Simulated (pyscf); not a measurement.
Optimised with ωB97X-D3(BJ)/def2-SVP in PySCF.

Problem. Estimate the classical barrier height and the reaction energy of HO–SiH•–F + HCl → HO–SiH•–Cl + HF at PBE/def2-TZVP. The step runs on the doublet surface, breaks F–Si, Cl–H and forms Cl–Si, F–H; take the separated reactants as zero.

Solution. ΔE‡ = 23.1 kcal/mol, ΔE = +7.8 kcal/mol. CCSD(T)/def2-TZVPP + ΔMP2(QZVPP) gives 33.2 kcal/mol and +8.0 kcal/mol. Zero-point energy shifts the barrier by +0.3 kcal/mol. It is a four-centre exchange, with an imaginary mode of 642i cm⁻¹. On the product side the descent ends in a complex, 7.1 kcal/mol under the separated species and 29.8 kcal/mol under the saddle at ωB97X-D3(BJ)/def2-TZVP. At ωB97X-D3(BJ)/def2-TZVP the barrier from the zero used here is 29.1 kcal/mol. One saddle was located; it need not be the lowest between these sides. The CCSD(T) − MP2 part came from Ansatz, without density fitting, on the same reference.
